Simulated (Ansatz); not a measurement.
The parent structure is GaAs in the zinc blende structure (space group F-43m, No. 216; a = 5.6668 Å).

All numbers come from r2SCAN/PAW in Ansatz (a quantum-chemistry and plane-wave program), without spin-orbit coupling.

```
level   band gap  lattice parameter a  electron mass at Γ
------  --------  -------------------  ------------------
r2SCAN   0.96 eV              5.667 Å            0.051 mₑ
```

Q: From these computed values, estimate the measured ones, and say how each level misses.

A: Measured: band gap 1.57 eV (static lattice; corrected from measurement; as listed in Wei Chen et al., Physical Review Materials (2018)); lattice parameter a 5.64 Å (static lattice; corrected from measurement; as listed in Daniel Mejia-Rodriguez, S. B. Trickey, Phys. Rev. B (2018)); electron mass at Γ 0.066 mₑ (temperature not stated; as listed in Magdalena Laurien, Oleg Rubel, Phys. Rev. B (2022)). Computed minus measured — band gap: r2SCAN -0.61 eV; lattice parameter a: r2SCAN +0.5 %; electron mass at Γ: r2SCAN -23 %. Measured values not marked as corrected hold thermal and zero-point effects that the static-lattice runs lack. A measured gap can be an optical one, lowered by exciton binding. Levels without spin-orbit coupling miss its lowering of the gap, often about a third of the valence-band splitting.

Effective masses come from finite differences of ±0.01 Å⁻¹. No phonon test of stability was made.
